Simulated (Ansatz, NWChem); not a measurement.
# How basis sets differ on OH (SMILES [OH])

OH has 2 atoms, charge 0, and is taken as a doublet. As SMILES, `[OH]`. The shape is that of a PBE0-D4/def2-TZVP optimisation. The run starts from this shape.

```xyz
2

O     0.4159   -0.1331    0.2145
H    -0.4159    0.1331   -0.2145
```

Quantity: the adiabatic ionisation energy (to the singlet cation, no zero-point term), in eV. The values are calculated.

```
                           level          kind  program  value (eV)
                      UHF/STO-3G  Hartree–Fock   Ansatz       10.00
                       UHF/3-21G  Hartree–Fock   Ansatz       12.22
UHF/6-31G* (spherical functions)  Hartree–Fock   NWChem       15.02
UHF/6-31G* (Cartesian functions)  Hartree–Fock   Ansatz       12.44
                     UHF/cc-pVTZ  Hartree–Fock   Ansatz       12.43
```

The values span 10.00 to 15.02 eV. Spin contamination of the reference (⟨S²⟩ at least 0.1 too high) touches UHF/STO-3G, UHF/3-21G, UHF/6-31G*, UHF/cc-pVTZ.
